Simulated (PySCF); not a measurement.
A PySCF script (with the pyscf-properties extension) for the NMR shieldings of Metal Hydrosulfide, HNaS, on a PBE0-D3(BJ)/def2-SVP geometry:

```python
import basis_set_exchange as bse
import numpy as np
from pyscf import gto, dft
from pyscf.prop import nmr

atoms = """
Na    1.726687   -0.279947   -0.001608
S    -0.548445    0.688854   -0.024805
H    -1.171682   -0.511187   -0.018587
"""
names = dict.fromkeys(["Na", "S", "H"], "pcSseg-2")
basis = {el: gto.basis.parse(bse.get_basis(n, elements=[el], fmt="nwchem")) for el, n in names.items()}
mol = gto.M(atom=atoms, basis=basis, charge=0, verbose=0)
mf = dft.RKS(mol, xc="HYB_GGA_XC_WB97X_D")
mf.grids.level = 2
mf.grids.alignment = dft.numint.BLKSIZE   # the property module wants whole blocks of grid points
mf.conv_tol = 1e-9
mf.kernel()

calc = nmr.RKS(mf)   # GIAO
C = mf.mo_coeff
Co = C[:, mf.mo_occ > 0]
resp = mf.gen_response(singlet=True, hermi=2)
def vind(x):   # induced exchange potential for any number of trial vectors
    d = np.einsum("pi,xij,qj->xpq", C, 2 * x.reshape(-1, C.shape[1], Co.shape[1]), Co, optimize=True)
    return np.einsum("xpq,pi,qj->xij", resp(d - d.transpose(0, 2, 1)), C, Co, optimize=True).ravel()
mo1, _ = nmr.rhf.solve_mo1(calc, with_cphf=vind)
sigma = calc.kernel(mo1)
for i, s in enumerate(sigma):   # ppm
    w = np.linalg.eigvalsh((s + s.T) / 2)
    print("%2d %-2s iso %8.1f  s11 %8.1f  s22 %8.1f  s33 %8.1f" % (i, mol.atom_pure_symbol(i), w.mean(), *w))
```

Question: What are the results?

Answer: 
```
 0 Na iso    560.5  s11    523.4  s22    531.9  s33    626.2
 1 S  iso    875.0  s11    779.6  s22    816.1  s33   1029.3
 2 H  iso     34.0  s11     27.2  s22     28.8  s33     46.1
```

These numbers come from an equivalent density-fitted implementation of the same equations, which agrees with the script to about 0.01 ppm for H and up to a few tenths of a ppm for heavy atoms, so last digits may differ.

Question: Turn these shieldings into chemical shifts. Shifts are taken against calculated references (same method and geometry level): CS2 for $^{33}$S (499.87 ppm); $^{1}$H (31.36 ppm) against TMS.

Answer: Averaging equivalent atoms: S 1: -375; H 2: -2.65 ppm. No reference was computed at this level for Na. 

Size and cost of the density-fitted run: 85 basis functions, 1.3 s wall time on 1 thread of an Intel Xeon 6975P-C, shared host; peak memory 0.31 GiB.
